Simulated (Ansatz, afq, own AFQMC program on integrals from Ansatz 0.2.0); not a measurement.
**H$_{3}$, doublet in cc-pVTZ, levels against full CI**

```xyz
3

H     0.0000    0.0000   -0.8400
H     0.0000    0.0000   -0.0320
H     0.0000    0.0000    0.8720
```

Basis cc-pVTZ. Only valence electrons are correlated. Ansatz 0.2.0 and our own AFQMC program on the same integrals; the CISD trial comes from CCSD amplitudes, and released means the phaseless constraint is let go. Uncertainties: one standard error, sampling alone.

Determinant: UHF, the one that the program's search chose, which needn't be the lowest solution. The geometry is a point of a scan.

Full CI on the same integrals is exact in this basis and with this determinant's frozen core.

- T1 diagnostic: 0.0167
- weight of the determinant in the CISD state: 0.973
- ⟨S²⟩ of the determinant: 0.775
- size of the correlated space: 3 electrons in 42 orbitals

```json
{"level": "MP2", "correlation energy (eV)": "-1.0799"}
{"level": "CCSD", "correlation energy (eV)": "-1.3868"}
{"level": "CCSD(T)", "correlation energy (eV)": "-1.3989"}
```

Question: Estimate where phaseless AFQMC with a CISD trial lies against CCSD(T) on the same integrals.

Answer: 0.3 ± 0.02 kJ/mol below CCSD(T).

Reference: full CI, correlation energy -1.402 eV. The released energy is read at 2.40 1/Eh (meV from the phaseless value at times in 1/Eh: -0.20 ± 0.23 at 0.24, -0.26 ± 0.16 at 0.51, -0.31 ± 0.13 at 0.99, -0.19 ± 0.12 at 1.62, 0.02 ± 0.20 at 2.40).

```csv
level,E − E(reference) (kJ/mol),share of correlation (%)
CCSD(T),0.3,99.79
ph-AFQMC/CISD,0.0 ± 0.02,99.99
released AFQMC,0.0 ± 0.02,99.99
```

A walk keeps the symmetry of its determinant, which the program's search chose and which needn't be the lowest solution, so a lower state of the same spin and another symmetry isn't excluded. Released energies are given only where the last usable release times agree within the noise; a slower fall can still hide under it.
